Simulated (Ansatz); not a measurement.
**C2HN (SMILES C1=CN=1): functionals against CCSD(T) at one geometry**

One table from this session's results is given with a row withheld; the runs are named, their logs left out.

Program: Ansatz 0.2.0, Gaussian basis. Level of theory: single points in def2-TZVPP. These are calculated values, not measurements.

Cores are frozen in the correlated methods.

### The starting structure

SMILES `C1=CN=1`, 4 atoms, charge 0, spin multiplicity 1.

Atoms are counted from 1 here; the program's logs count them from 0.

Bond lengths: C1–C2 1.372 Å, C1–N3 1.307 Å, C2–N3 1.218 Å, C2–H4 1.037 Å. Angles: C2–C1–N3 54.0°, C1–C2–N3 60.3°, C1–C2–H4 161.1°, N3–C2–H4 138.5°, C1–N3–C2 65.7°.

Coordinates:

```xyz
4
charge 0, multiplicity 1
C     0.9771    0.6462    0.0178
C    -0.2581    0.0515   -0.0308
N     0.7094   -0.5950    0.3286
H    -1.2702   -0.0944   -0.2004
```

Set-up of the first run:

run/in.yaml reads:

```yaml
crystal:
  periodic: [false, false, false]
  atoms:
    - {symbol: C, position_ang: [0.977100, 0.646200, 0.017800]}
    - {symbol: C, position_ang: [-0.258100, 0.051500, -0.030800]}
    - {symbol: N, position_ang: [0.709400, -0.595000, 0.328600]}
    - {symbol: H, position_ang: [-1.270200, -0.094400, -0.200400]}
basis:
  gaussian: {orbitals: def2-TZVPP}
correlation: {method: ccsd_t}
output: {forces: true}
```

No record of the launch command was kept for these runs.

Steps of the session up to this table: CCSD(T)/def2-TZVPP; PBE0-D4/def2-TZVPP; wB97M-V/def2-TZVPP; r2SCAN-D4/def2-TZVPP; PBE-D4/def2-TZVPP; CAM-B3LYP-D4/def2-TZVPP; r2SCANh-D4/def2-TZVPP.

One of the session's tables, all rows but one given; the rest of the session is left out.

```
      method  RMS force component (eV/Å)  angle to CCSD(T) forces (°)  dipole (D)
     CCSD(T)                       3.372                    reference        3.17
     PBE0-D4                       2.913                          4.1        3.24
     wB97M-V                       2.945                          2.7        3.24
   r2SCAN-D4                       3.079                          2.8        3.24
      PBE-D4                           ?                            ?           ?
CAM-B3LYP-D4                       2.720                          5.1        3.28
  r2SCANh-D4                       2.938                          3.6        3.25
```

**Question.** Estimate the row for PBE-D4.

As computed: RMS force component (eV/Å): 3.375; angle to CCSD(T) forces (°): 2.3; dipole (D): 3.18. In the column «RMS force component (eV/Å)» it is the highest.
